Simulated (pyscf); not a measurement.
# Four-centre exchange: `[F][SiH][F]` [doublet] + `[H][H]` → `[FH]` + `[F][SiH2]` [doublet]

Gas phase, doublet surface, charge 0. Bonds broken: F1–Si2, H5–H6. Bonds formed: F1–H5, Si2–H6. Structures and frequencies: ωB97X-D3(BJ)/def2-SVP in PySCF.

Transition state (Å):

```xyz
6

F      1.3773    -1.0360    -0.5854
Si     0.4155     0.3258     0.3950
F      1.6592     0.8073     1.3248
H      0.4601     1.1602    -0.8632
H      0.8671    -1.5354     0.2508
H      0.1336    -1.2249     1.0451
```

One imaginary mode, 1038i cm⁻¹; descent along it reached the two sides named, in the forms told below.

```csv
bond,change,reactant side (Å),saddle,product side
F1–Si2,breaks,1.624,1.934,3.0
H5–H6,breaks,0.760,1.125,3.0
F1–H5,forms,2.576,1.100,0.930
Si2–H6,forms,3.4,1.705,1.490
```

Electronic energies relative to the separated reactants (kJ/mol):

| level | barrier | reaction energy | reverse barrier |
|---|---|---|---|
| ωB97X-D3(BJ)/def2-TZVP | 226.1 | +125.5 | 100.6 |
| PBE/def2-TZVP | 194.2 | +124.5 | 69.7 |
| r²SCAN/def2-TZVP | 212.9 | +134.5 | 78.4 |
| B3LYP-D3(BJ)/def2-TZVP | 223.7 | +128.8 | 94.9 |
| PBE0-D3(BJ)/def2-TZVP | 207.9 | +118.7 | 89.2 |
| M06-2X/def2-TZVP | 239.5 | +134.3 | 105.2 |
| ωB97M-D3(BJ)/def2-TZVP | 220.8 | +125.7 | 95.1 |
| HF/def2-TZVP | 301.1 | +119.6 | 181.5 |

With ωB97M-D3(BJ)/def2-TZVP energies and thermal terms (ideal gas, 1 atm, RRHO with modes under 100 cm⁻¹ raised to 100, one conformer, R ln 2 for chiral ones without a mode under 150 cm⁻¹), in kJ/mol:

```csv
T (K),ΔH‡,ΔG‡,ΔH,ΔG
298,222.1,255.5,+134.9,+128.7
600,218.5,291.0,+132.7,+123.4
900,217.8,327.5,+130.9,+119.2
1200,218.7,363.9,+129.6,+115.5
```

On the product side the descent ends in a complex, 17.1 kJ/mol under the separated species and 117.7 kJ/mol under the saddle at ωB97X-D3(BJ)/def2-TZVP. The same reactants have a lower exit, to F–SiH₂–F + H• (barrier +57.4 kJ/mol at ωB97M-D3(BJ)/def2-TZVP, against +220.8 kJ/mol here). One saddle was located; it need not be the lowest between these sides.
